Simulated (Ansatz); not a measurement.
# CH₄NSi+: functionals against CCSD(T) at one geometry

The atoms stand at a structure displaced at random from a GFN2-xTB minimum. How far do the functionals agree with CCSD(T) there?

Program: Ansatz 0.2.0, Gaussian basis. Level of theory: single points in def2-TZVPP. These are calculated values, not measurements.

Correlated methods freeze the cores.

## 1. Where the work starts

SMILES `C=N[SiH2+]`, 7 atoms, charge 1, spin multiplicity 1.

Atoms are counted from 1 here; the program's logs count them from 0.

Bond lengths: C1–N2 1.516 Å, C1–H4 1.314 Å, C1–H5 1.345 Å, N2–Si3 1.534 Å, Si3–H7 1.549 Å. Angles: N2–C1–H4 109.1°, N2–C1–H5 120.9°, H4–C1–H5 117.2°, C1–N2–Si3 139.1°, N2–Si3–H7 105.3°.

As a file:

```xyz
7
CH4NSi
C    -1.3556   -0.2598   -0.8062
N    -0.1046   -0.5272    0.0078
Si    1.1212    0.2306    0.5331
H    -2.1222   -1.3271   -0.7811
H    -1.9672    0.9374   -0.7596
H     1.6337    1.8714    0.8859
H     2.1677   -0.8624    0.8638
```

## 2. CCSD(T)/def2-TZVPP

run/in.yaml reads:

```yaml
crystal:
  periodic: [false, false, false]
  atoms:
    - {symbol: C, position_ang: [-1.355600, -0.259800, -0.806200]}
    - {symbol: N, position_ang: [-0.104600, -0.527200, 0.007800]}
    - {symbol: Si, position_ang: [1.121200, 0.230600, 0.533100]}
    - {symbol: H, position_ang: [-2.122200, -1.327100, -0.781100]}
    - {symbol: H, position_ang: [-1.967200, 0.937400, -0.759600]}
    - {symbol: H, position_ang: [1.633700, 1.871400, 0.885900]}
    - {symbol: H, position_ang: [2.167700, -0.862400, 0.863800]}
basis:
  gaussian: {orbitals: def2-TZVPP}
total_charge: 1
correlation: {method: ccsd_t}
output: {forces: true}
```

The command line of these runs was not kept.

## 3. PBE0-D4/def2-TZVPP

run/in.yaml, as its differences from that of step 2:

```diff
@@ -13,3 +13,3 @@
 total_charge: 1
-correlation: {method: ccsd_t}
-output: {forces: true}
+hamiltonian: {xc: pbe0, dispersion: d4}
+output: {forces: true, orbitals: {seedname: orbitals}}
```

## 4. wB97M-V/def2-TZVPP

run/in.yaml, as its differences from that of step 3:

```diff
@@ -13,3 +13,3 @@
 total_charge: 1
-hamiltonian: {xc: pbe0, dispersion: d4}
-output: {forces: true, orbitals: {seedname: orbitals}}
+hamiltonian: {xc: {name: wB97M-V}}
+output: {forces: true}
```

## 5. r2SCAN-D4/def2-TZVPP

run/in.yaml, as its differences from that of step 4:

```diff
@@ -13,3 +13,3 @@
 total_charge: 1
-hamiltonian: {xc: {name: wB97M-V}}
+hamiltonian: {xc: r2scan, dispersion: d4}
 output: {forces: true}
```

## 6. PBE-D4/def2-TZVPP

run/in.yaml, as its differences from that of step 5:

```diff
@@ -13,3 +13,3 @@
 total_charge: 1
-hamiltonian: {xc: r2scan, dispersion: d4}
+hamiltonian: {xc: pbe, dispersion: d4}
 output: {forces: true}
```

## 7. CAM-B3LYP-D4/def2-TZVPP

run/in.yaml, as its differences from that of step 6:

```diff
@@ -13,3 +13,3 @@
 total_charge: 1
-hamiltonian: {xc: pbe, dispersion: d4}
+hamiltonian: {xc: {name: CAM-B3LYP}, dispersion: d4}
 output: {forces: true}
```

## 8. r2SCAN0-D4/def2-TZVPP

run/in.yaml, as its differences from that of step 7:

```diff
@@ -13,3 +13,3 @@
 total_charge: 1
-hamiltonian: {xc: {name: CAM-B3LYP}, dispersion: d4}
+hamiltonian: {xc: {name: r2SCAN0}, dispersion: d4}
 output: {forces: true}
```

(Steps that only read results are left out.)

Before running it: what results should come out? Wanted: energy less free atoms, CCSD(T)/def2-TZVPP; RMS force component; RMS force error; HOMO and LUMO, PBE0-D4; T1 diagnostic.

As calculated:

| quantity | value |
| --- | --- |
| energy less free atoms, CCSD(T)/def2-TZVPP | -1189.6 kJ/mol |
| RMS force component | 3.826 to 3.965 eV/Å over the methods |
| RMS force error | PBE0-D4 0.233, wB97M-V 0.226, r2SCAN-D4 0.161, PBE-D4 0.181, CAM-B3LYP-D4 0.296, r2SCAN0-D4 0.297 eV/Å |
| HOMO and LUMO, PBE0-D4 | -13.42 and -9.92 eV |
| T1 diagnostic | 0.029 |

Against CCSD(T) the functionals' energies less atoms differ by -155.6 to +4.3 kJ/mol, PBE-D4 by -155.6 kJ/mol. The reference is not at the basis limit: in triple zeta CCSD(T) underbinds, which counts against methods that bind more; the gaps are no ranking. On forces the order runs from r2SCAN-D4 to r2SCAN0-D4. Frozen-core CCSD(T) forces in triple zeta carry basis errors of their own, and this is one geometry, so small gaps rank nothing. The T1 diagnostic is large here, over the usual mark for main-group molecules (transition-metal compounds often pass it harmlessly), so CCSD(T) itself may be off.
